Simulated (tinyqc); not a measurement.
The basis set: RHF and MP2 along a ladder of basis sets, for HF, spin multiplicity 1. Computed by the program tinyqc with PySCF. Same geometry throughout; the dipole is taken about the origin.

Geometry (angstrom):
```
atom,x,y,z
F,0.0000,0.0000,0.0000
H,0.0000,0.0000,0.9090
```

RHF and frozen-core MP2 in a ladder of bases:
```
basis,functions,E(RHF) (hartree),E(MP2 corr) (hartree),HOMO (eV),LUMO (eV),dipole (debye)
sto-3g,6,-98.569782,-0.016965,-12.6379,17.3455,1.2963
3-21g,11,-99.459298,-0.120177,-16.3144,7.4143,2.1477
6-31g,11,-99.983266,-0.127246,-17.1902,5.7686,2.2847
6-31g**,19,-100.010140,-0.181983,-17.0833,6.0746,1.9634
aug-cc-pvdz,32,-100.033718,-0.221806,-17.7305,0.9807,1.9156
cc-pvtz,44,-100.058308,-0.271385,-17.5259,3.9254,1.9258
```

Estimate the missing row, basis = cc-pvdz.

Computed row:
```
basis    functions  E(RHF) (hartree)  E(MP2 corr) (hartree)  HOMO (eV)  LUMO (eV)  dipole (debye)
cc-pvdz         19       -100.019636              -0.201280   -17.1348     5.0484          1.9336
```

From cc-pVDZ to cc-pVTZ the RHF energy falls by 38.7 mhartree and the correlation energy by 70.1. If valence correlation converges as X^-3, (27 E(T) - 8 E(D))/19 gives -0.3009 hartree, a rough estimate from such small X that usually falls short; STO-3G holds about 6 % of it. Beyond STO-3G the LUMO moves by 6.4 eV and the HOMO by 1.4 eV; diffuse functions lower the positive LUMO sharply, since an unbound virtual level tracks the most diffuse function.
